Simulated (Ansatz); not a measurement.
## Ansatz (development build ahead of 0.2.0) run

```yaml
crystal:
  periodic: [false, false, false]
  atoms:
    - { symbol: O, position_ang: [0.0, 0.0, 0.60375] }
    - { symbol: O, position_ang: [0.0, 0.0, -0.60375] }
basis:
  gaussian: { orbitals: cc-pVDZ }
magnetization:
  spin_polarized: true
  initial_magnetization: 2
hamiltonian:
  xc: hf
correlation:
  method: ccsd_t
  frozen_orbitals: { O: 1 }
```

The input is written out in the form of the current development build from the run's settings.

The run gave:

- Converged: yes
- Reference energy: -149.62776 hartree
- CCSD correlation energy: -0.34826 hartree
- Triples correction: -0.00971 hartree
- Total energy: -149.98573 hartree
- Spin squared of the determinant: 2.033
